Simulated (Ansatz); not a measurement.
```yaml
crystal:
  periodic: [false, false, false]
  atoms:
    - {symbol: O, position_ang: [-0.488785, -0.770338, 1.249913]}
    - {symbol: S, position_ang: [0.158745, -0.423450, -0.002761]}
    - {symbol: O, position_ang: [1.572977, -0.705777, -0.068142]}
    - {symbol: O, position_ang: [-0.606836, -0.799326, -1.178091]}
    - {symbol: O, position_ang: [0.147875, 1.229894, -0.021952]}
    - {symbol: H, position_ang: [-0.488785, -0.770338, 1.549913]}
basis:
  gaussian: {orbitals: cc-pVDZ, final_grid: {core_spheres: 5, valence_spheres: 4, degree: 11}, nuclear_model: gaussian}
total_charge: -1
hamiltonian: {xc: {name: LC-wPBE}}
```

```sh
$ ansatz run in.yaml --threads 2 --pin off --events-out ev --progress --plain --max-ram 32768MiB --backend cpu
```

It prints (some lines left out):

```
Functional definition: LC-wPBE
849 factors; their error is unknown
209 factors; integrals over basis functions are off by at most 1.3e-5 eV
mean field evaluation 1: about -18911.0216 eV, gradient 9.6e1 eV
mean field evaluation 2: about -18911.1631 eV, gradient 9.7e1 eV
mean field evaluation 4: about -18926.0423 eV, gradient 4.0e0 eV
mean field evaluation 8: about -18925.9637 eV, gradient 8.6e-1 eV
mean field evaluation 16: about -18925.9649 eV, gradient 3.9e-4 eV
mean field -18925.96485897 eV, -695.5163800874 hartree, gradient 8.1e-5 eV, S^2 0.000000; 0 other end points of the search recorded, 0 dependent functions left out
reference -18925.96485897 eV, -695.5163800876 hartree; 25, 25 occupied and 54, 54 virtual orbitals, 849 factors
Total energy: -18925.96485897 eV, -695.5163800876 hartree
```

Problem. Something in this input is off. What?

Solution. One atom was put on top of another. Self-consistency was reached. The result belongs to that input, not to the molecule as meant.
